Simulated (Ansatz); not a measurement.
[Al(CN)H3]- (CH3AlN⁻). Charge -1, multiplicity 1. Geometry relaxed at r2SCAN-D4/def2-TZVPD.

Cartesian coordinates in Å:
```
Al -0.103 0.465 -0.420
C 0.215 -1.017 0.921
N 0.414 -1.867 1.688
H 1.151 1.489 -0.285
H -1.513 1.168 -0.019
H -0.165 -0.238 -1.884
```

Question: Estimate the harmonic wavenumbers at RKS r2SCAN-D4/def2-TZVPD (Ansatz, unscaled). Is this a minimum?

Answer: 237, 237, 445, 550, 551, 763, 763, 768, 1729, 1730, 1778, 2227 cm⁻¹. Yes, no mode is imaginary beyond noise. Zero-point energy 70.5 kJ/mol. Run time 30 s (4 threads of Arm Neoverse V2 on a shared host).
